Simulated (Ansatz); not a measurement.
Molecular dynamics, step by step

Si$_{2}$H$_{7}$O (charge -1), closed shell, PBE0-D4/def2-SVP (Ansatz 0.2.0). Settings (timestep in fs, temperature in K; T counts 24 degrees of freedom):

```yaml
hamiltonian: {xc: pbe0, dispersion: d4}
md: {n_steps: 30, timestep: 0.5, temperature: 1500, ensemble: nvt_nose_hoover, seed: 571, initial_velocities: maxwell_boltzmann}
```

Start:

```xyz
10
angstrom
O 0.6225 0.3373 -2.5416
H 1.1174 -0.4223 -2.8593
Si 0.1966 0.1391 -0.8469
Si -0.4858 -0.0445 1.6123
H 1.6141 0.0052 -0.3365
H -0.5515 -1.1642 -1.0220
H -0.5099 1.4663 -0.8627
H 0.0059 1.0299 2.5721
H -0.0369 -1.3008 2.3448
H -1.9724 -0.0461 1.9399
```

| step | time (fs) | potential energy less the start (meV) | kinetic energy (meV) | T (K) |
| --- | --- | --- | --- | --- |
| 0 | 0.00 | 0.0 | 1551.1 | 1500 |
| 2 | 1.00 | 76.4 | 1476.6 | 1428 |
| 4 | 2.00 | 239.2 | 1315.5 | 1272 |
| 6 | 3.00 | 394.2 | 1160.0 | 1122 |
| 8 | 4.00 | 559.9 | 994.4 | 962 |
| 10 | 5.00 | 729.3 | 826.3 | 799 |
| 12 | 6.00 | 839.8 | 716.6 | 693 |
| 14 | 7.00 | 856.6 | 699.5 | 676 |
| 16 | 8.00 | 813.0 | 742.1 | 718 |
| 18 | 9.00 | 786.5 | 768.4 | 743 |
| 20 | 10.00 | 808.4 | 748.0 | 723 |
| 22 | 11.00 | 832.3 | 724.3 | 700 |
| 24 | 12.00 | 873.6 | 682.8 | 660 |
| 26 | 13.00 | 965.6 | 593.0 | 573 |
| 28 | 14.00 | 1021.0 | 539.9 | 522 |
| 30 | 15.00 | 947.5 | 613.4 | 593 |

Step 6, positions (Å) and forces (eV/Å):

```csv
atom,x,y,z,Fx,Fy,Fz
O1,0.600,0.328,-2.523,-0.871,0.897,-0.157
H2,1.219,-0.331,-2.788,0.676,-0.877,-0.293
Si3,0.207,0.139,-0.848,-1.248,-0.197,0.427
Si4,-0.498,-0.049,1.588,1.304,1.171,0.877
H5,1.594,0.023,-0.361,0.715,-0.211,0.457
H6,-0.552,-1.326,-0.935,0.551,1.213,-0.216
H7,-0.355,1.591,-0.699,0.057,-0.668,-0.517
H8,0.004,1.141,2.628,-0.131,-0.979,-0.866
H9,0.078,-1.296,2.260,-0.171,-0.035,0.189
H10,-1.889,0.040,2.087,-0.882,-0.316,0.098
```

Step 8, positions (Å) and forces (eV/Å):

```csv
atom,x,y,z,Fx,Fy,Fz
O1,0.591,0.327,-2.517,0.279,-0.269,-0.772
H2,1.271,-0.323,-2.773,-0.513,0.306,0.192
Si3,0.209,0.139,-0.849,-1.246,-0.149,0.772
Si4,-0.502,-0.050,1.581,1.308,1.278,1.096
H5,1.599,0.026,-0.362,0.661,-0.242,0.474
H6,-0.544,-1.361,-0.909,0.609,1.381,-0.317
H7,-0.303,1.623,-0.652,0.048,-0.839,-0.683
H8,0.001,1.163,2.633,-0.096,-1.084,-0.980
H9,0.114,-1.295,2.236,-0.250,0.029,0.188
H10,-1.876,0.064,2.138,-0.799,-0.411,0.029
```

Step 16, positions (Å) and forces (eV/Å):

```tsv
atom	x	y	z	Fx	Fy	Fz
O1	0.562	0.316	-2.499	0.771	-0.362	-1.161
H2	1.364	-0.219	-2.677	-0.853	0.397	0.061
Si3	0.216	0.138	-0.846	-0.019	-0.017	1.900
Si4	-0.512	-0.050	1.555	0.357	1.118	1.847
H5	1.662	0.012	-0.325	-0.329	-0.233	0.161
H6	-0.453	-1.367	-0.843	0.411	1.176	-0.607
H7	-0.094	1.667	-0.539	-0.229	-0.762	-0.943
H8	-0.015	1.146	2.557	0.186	-0.805	-0.838
H9	0.227	-1.284	2.154	-0.486	0.207	0.170
H10	-1.877	0.112	2.330	0.191	-0.719	-0.589
```

Last step (30):

O1  (0.514, 0.298, -2.492)
H2  (1.475, -0.018, -2.550)
Si3  (0.233, 0.140, -0.818)
Si4  (-0.528, -0.040, 1.531)
H5  (1.640, -0.086, -0.215)
H6  (-0.258, -1.187, -0.937)
H7  (0.154, 1.596, -0.628)
H8  (0.100, 1.017, 2.271)
H9  (0.262, -1.216, 2.078)
H10  (-1.802, -0.049, 2.443)
(Å)

The run took about 16 s on 4 CPU threads of an Intel Xeon 6975P-C (shared host).
